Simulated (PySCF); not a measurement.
A basis-limit estimate, worked out

An elementary step of BH$_{5}$S, closed shell (BH₃S ([BH2][SH]) + H₂ → BH₃ + H₂S (still joined by a long B–S bond); bonds formed: B1–H6, S2–H5; bonds broken: H5–H6; bonds weakened to dative contacts: B1–S2). “Start” is the structure reached by relaxing down from the saddle towards the reactants; PBE0-D4/def2-TZVP structures. The saddle:

```
7
angstrom
B -0.1787 -0.6083 -0.2191
S 0.9765 1.0813 -0.1995
H -1.2030 -0.3807 -0.7820
H 0.5834 -1.4651 -0.5481
H 0.2575 0.1721 0.8577
H -0.4126 -0.7745 1.0146
H -0.0232 1.9750 -0.1237
```

Program: PySCF 2.14 with density fitting (its default auxiliary sets; JK sets also for MP2 and CCSD(T)). Basis: def2-TZVPP and def2-QZVPP. Cores are frozen in the correlated methods.

Energies in eV:

| quantity | saddle | start |
| --- | --- | --- |
| Hartree–Fock, triple zeta (X = 3) | -11566.61493 | -11568.33722 |
| Hartree–Fock, quadruple zeta (X = 4) | -11566.97105 | -11568.69398 |
| MP2 correlation, X = 3 | -9.31477 | -8.63604 |
| MP2 correlation, X = 4 | -9.93537 | -9.23713 |
| CCSD(T) correlation, X = 3 | -10.79447 | -10.16876 |

Problem. Work out the barrier at the basis limit: extrapolate Hartree–Fock as E(X) = E∞ + A exp(−7.88 √X) and the MP2 correlation as E(X) = E∞ + B X^−2.97 (the exponents that Neese and Valeev fitted for def2-TZVPP and QZVPP), then add CCSD(T) − MP2 in triple zeta.

Solution. Each step is linear, so take the differences first (saddle − start): Hartree–Fock 1.72229 (X = 3) and 1.72293 (X = 4); MP2 correlation -0.67873 and -0.69824; CCSD(T) correlation -0.62571.
Two points give E∞ = E(4) + w [E(4) − E(3)], with w = 1/(exp(7.88 (2 − √3)) − 1) = 0.1377 for Hartree–Fock and w = 1/((4/3)^2.97 − 1) = 0.7407 for the correlation.
Hartree–Fock: 1.72293 + 0.1377 × 0.00064 = 1.7230 eV.
MP2 correlation: -0.69824 + 0.7407 × (-0.01951) = -0.7127 eV.
CCSD(T) − MP2: -0.62571 − (-0.67873) = 0.0530 eV.
Sum: 1.7230 + (-0.7127) + 0.0530 = 1.0633 eV, or 24.52 kcal/mol. Plain CCSD(T) in triple zeta gives 1.0966 eV, so the larger basis shifts the result by -0.0333 eV.

The T1 diagnostic stays at or below 0.015.

Labels in which every atom is bracketed show which atoms are joined, not bond orders.

For scale, one of the runs: CCSD(T)/def2-TZVPP, 143 basis functions, launched by `OMP_NUM_THREADS=4 python run.py`. Time: 27 s of wall clock on 4 CPU threads of an Intel Xeon 6975P-C; the host was shared. Peak host memory: 0.7 GiB.
